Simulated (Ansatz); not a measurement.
**AlPH2 (singlet): wave-function methods side by side, cc-pVDZ**

How much of the correlation energy of AlPH2 (singlet) does each wave-function method recover here?

Method: cc-pVDZ, core rule «outside noble gas», up to 10 orbitals frozen; program: Ansatz 0.2.0, Gaussian basis.

To be run: UHF; CCSD(T) on RHF; CCSD(T) on UHF; BCCD(T) on RHF; CISD; CCSDT(Q) on RHF; CCSDT(Q) on UHF; CCSDTQ on RHF.

18 further runs of the same task are left out: 12 for a known fault of the program, 6 set aside as unsound or not needed.

### 1 What is computed

The geometry is a PBE0/def2-TZVP stationary point (not a proven minimum) of the parent state, kept for this charge and spin.

4 atoms, charge 0, spin multiplicity 1.

Atoms are counted from 1 here; the program's logs count them from 0.

Bond lengths: Al1–P2 2.334 Å, Al1–H3 1.588 Å, Al1–H4 1.588 Å. Angles: P2–Al1–H3 119.7°, P2–Al1–H4 119.7°, H3–Al1–H4 120.5°.

### 2 UHF

in.yaml reads:

```yaml
crystal:
  periodic: [false, false, false]
  atoms:
    - {symbol: Al, position_ang: [0.000000, 0.000000, 1.179176]}
    - {symbol: P, position_ang: [0.000000, 0.000000, -1.155185]}
    - {symbol: H, position_ang: [0.000000, 1.378539, 1.966597]}
    - {symbol: H, position_ang: [0.000000, -1.378539, 1.966597]}
basis:
  gaussian: {orbitals: cc-pVDZ}
magnetization: {spin_polarized: true, initial_magnetization: 0}
hamiltonian: {xc: hf}
output: {orbitals: {seedname: orbitals}}
```

Started as:

```
ansatz run in.yaml --threads 1 --pin off --events-out ev --progress --plain --max-ram 4096MiB --backend cpu
```

After this run come: CCSD(T) on RHF; CCSD(T) on UHF; BCCD(T) on RHF; CISD; CCSDT(Q) on RHF; CCSDT(Q) on UHF; CCSDTQ on RHF.

**Question.** What will the summary of the whole plan be? Wanted: RCCSDTQ below the RHF energy; RMP2 from RCCSDTQ; RCCSD from RCCSDTQ; RCCSD(T) from RCCSDTQ; RCCSDT(Q) from RCCSDTQ; T1 diagnostic.

**Answer**, as computed:

```
                         quantity              value
     RCCSDTQ below the RHF energy         -5.5904 eV
                RMP2 from RCCSDTQ      +135.3 kJ/mol
               RCCSD from RCCSDTQ       +23.6 kJ/mol
            RCCSD(T) from RCCSDTQ        +8.0 kJ/mol
           RCCSDT(Q) from RCCSDTQ        +0.4 kJ/mol
levels within 1 kcal/mol (43 meV)  RCCSDT, RCCSDT(Q)
                    T1 diagnostic              0.020
```

In words: RCCSD(T) misses by +8.0 kJ/mol, 1.5 % of the correlation energy. These misses are within one basis, not against nature.
